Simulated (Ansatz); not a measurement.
`C=C=NC` → `[CH2]` (triplet) + `C=C=N` at 500 K and 1 bar (formal loss of a carbene).

Gas-phase electronic energies from Ansatz, PBE0-D4/def2-TZVP geometries. CBS: MP2 limit from def2 TZ/QZ plus the TZ coupled-cluster correction, frozen cores. This one scheme is used for every species. Triplets are unrestricted, without spin–orbit coupling. Each species was taken in one conformer, which may not be the lowest.

```csv
species,CCSD(T)/CBS energy (Eh),H − E (kJ/mol),S (J/(mol·K))
`C=C=NC`,-171.80321,224.4,334.9
`[CH2]` (triplet),-39.09499,62.7,213.9
`C=C=N`,-132.55079,140.3,282.8
```

H − E and S are ideal-gas, rigid-rotor, harmonic terms from PBE0-D4/def2-TZVP, for one conformer and one mirror image of each species, with the whole ground term of open shells counted as degenerate. 1 Eh = 2625.50 kJ/mol, R = 8.31446 J/(mol·K).

**Question.** By hand: ΔE, ΔH, ΔS and ΔG.

**Answer.** ΔE = (-39.09499) + (-132.55079) − (-171.80321) = 0.15743 Eh = 413.3 kJ/mol. Δ(H − E) = 62.7 + 140.3 − 224.4 = -21.4, so ΔH = 391.9 kJ/mol. ΔS = 213.9 + 282.8 − 334.9 = 161.8 J/(mol·K). ΔG = 391.9 − 500 × (161.8)/1000 = 311.0 kJ/mol.

**Question.** By hand: the equilibrium constant, and the temperature at which ΔG would vanish if ΔH and ΔS stayed fixed.

**Answer.** log₁₀ K = −ΔG/(RT ln 10) = -32.5. ΔG = 0 at ΔH/ΔS = 2422 K.

The number of gas molecules changes by +1, which sets the sign of ΔS. A doubt of 5 kJ/mol in ΔE shifts log₁₀ K by 0.5 here. Other conformers and mirror images would add mixing entropy, several J/(mol·K) or more a flexible species. A triplet takes part, so the spin changes. These are equilibria of isolated gas molecules and say nothing of rates. Largest T1 diagnostic: 0.015 (customary marks: 0.02 for closed shells, 0.045 for open ones).
